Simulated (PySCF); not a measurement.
Basis-set dependence of BO at PBE

PySCF, UKS reference; doublet, unpaired electrons σ ↑; De to B + O without counterpoise correction.

```
       basis     relativity  functions  Re (Å)  ωe (cm⁻¹)  De (eV)  μ (D)
     cc-pVDZ  no relativity         28   1.221       1825     8.85  -1.84
 6-311G(d,p)  no relativity         36   1.214       1853     8.98  -2.01
 aug-pcseg-1  no relativity         46   1.219       1841     8.93  -2.22
     cc-pVTZ  no relativity         60   1.215       1848     9.00  -2.09
x2c-TZVPPall  spin-free X2C         62   1.214       1843     8.97  -2.15
 def2-TZVPPD  no relativity         77   1.215       1843     8.96  -2.20
```

(1) How does each smaller set differ from the one with most functions, def2-TZVPPD?

A positive dipole means B(−)O(+). The state was picked by a PBE0 search and need not be the measured ground state.

Results:

(1) cc-pVDZ: +0.6 pm, -1.0 % in ωe, -0.11 eV in De; 6-311G(d,p): -0.1 pm, +0.5 % in ωe, +0.02 eV in De; aug-pcseg-1: +0.4 pm, -0.1 % in ωe, -0.03 eV in De; cc-pVTZ: +0.0 pm, +0.3 % in ωe, +0.04 eV in De; x2c-TZVPPall: -0.1 pm, +0.0 % in ωe, +0.01 eV in De. All at PBE; the set with most functions is neither the basis-set limit nor always the best. The rows treat relativity differently, so the differences are not basis effects alone.
